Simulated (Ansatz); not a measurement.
in.yaml

```yaml
crystal:
  periodic: [false, false, false]
  atoms:
    - {symbol: Si, position_ang: [0.000000, -0.000202, 1.052928]}
    - {symbol: S, position_ang: [0.000000, -0.004525, -1.067767]}
    - {symbol: H, position_ang: [0.000088, 1.448282, 1.400063]}
    - {symbol: H, position_ang: [1.211621, -0.649429, 1.614567]}
    - {symbol: H, position_ang: [-1.211700, -0.649282, 1.614567]}
basis:
  gaussian: {orbitals: cc-pVDZ}
total_charge: 1
magnetization: {spin_polarized: true, initial_magnetization: 0}
hamiltonian: {xc: {name: B3LYP}}
```

```sh
$ ansatz run in.yaml --threads 1 --pin off --events-out ev --progress --plain --max-ram 2393MiB
```

The program prints:

```
503 factors; integrals over basis functions are off by at most 1.1e-3 eV
mean field evaluation 1: about -18750.3116 eV, gradient 9.5e0 eV
mean field evaluation 2: about -18749.9971 eV, gradient 1.1e1 eV
mean field evaluation 4: about -18751.0926 eV, gradient 8.4e-1 eV
mean field evaluation 8: about -18751.1622 eV, gradient 5.8e-2 eV
mean field evaluation 16: about -18751.1622 eV, gradient 2.8e-5 eV
mean field evaluation 32: about -18752.1494 eV, gradient 2.6e-1 eV
mean field evaluation 64: about -18752.1558 eV, gradient 1.4e-6 eV
mean field -18752.15576463 eV, -689.1290136824 hartree, gradient 5.8e-6 eV, S^2 1.007614; 5 other end points of the search recorded, 0 dependent functions left out
reference -18752.15597652 eV, -689.1290214691 hartree; 16, 16 occupied and 35, 35 virtual orbitals, 503 factors
Total energy: -18752.15597652 eV, -689.1290214691 hartree
```

Ran on 1 thread of Intel Xeon Platinum 8488C, shared host: 6.5 s wall, 0.14 GiB peak host memory.
